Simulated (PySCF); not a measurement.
**Core-level binding energies of C-cyanomethanimine**

Compound: C-cyanomethanimine, C2H2N2.
Structure used (PBE0-D3(BJ)/def2-SVP), in Å, numbered top down from 1:
```
atom  x, y, z in Å
H1     0.4739    1.7123    1.0732
N2    -0.2568    1.0462    0.8045
C3     0.2504    0.0933    0.1406
C4    -0.5805   -0.9816   -0.3555
N5    -1.2068   -1.8613   -0.7732
H6     1.3198   -0.0088   -0.1167
```

Computed, not measured: delta-SCF UKS SCAN, pcX-2 on the ionised atom, pcseg-1 elsewhere, spin-free X2C in PySCF. Binding energies are ΔSCF values: E(core-ionised, relaxed orbitals) − E(ground state) at a fixed geometry, referred to the vacuum level.

Q: List the computed XPS lines with their assignment.

A: 
```tsv
atom(s)	bonded to	level	binding energy (eV)	above the level's lowest (eV)	count
C4	N (triple bond) and C	C 1s	292.99	0.00	1
C3	N (double bond), C and H	C 1s	294.10	+1.11	1
N5	C (triple bond)	N 1s	405.93	0.00	1
N2	C (double bond) and H	N 1s	406.09	+0.16	1
```

The listed C 1s values span 1.11 eV, from C4 (bonded to N (triple bond) and C) to C3 (bonded to N (double bond), C and H). Summing the Pauling electronegativity differences to the bonded atoms, each weighted by its formal bond order, gives +1.47 for the lowest site and +0.63 for the highest; the largest sum, +1.47, belongs to C4, 1.11 eV below the top. The smallest sum, +0.63, belongs to C3, 1.11 eV above the lowest.

The 2 N 1s values lie within 0.16 eV of each other; Gaussian lines of 0.5 eV full width would blend them into one maximum.

Q: Which photon energy gives electrons from C 1s of C4 a kinetic energy of 200 eV, and what is their de Broglie wavelength?

A: hν = 292.99 + 200 = 492.99 eV, recoil neglected; λ = 12.264 Å/√(E/eV) = 0.87 Å.

Q: Give the binding energy of C 1s of C4 in hartree and in kJ/mol.

A: 292.99 eV = 10.7672 Eh = 28269 kJ/mol.

The unrestricted hole states depart most from a pure doublet (⟨S²⟩ = 0.75; over 0.85 named) for C 1s of C3 (0.89) and C 1s of C4 (0.86), which makes these values less certain. Isolated species at its PBE0-D3(BJ)/def2-SVP geometry, gas phase.
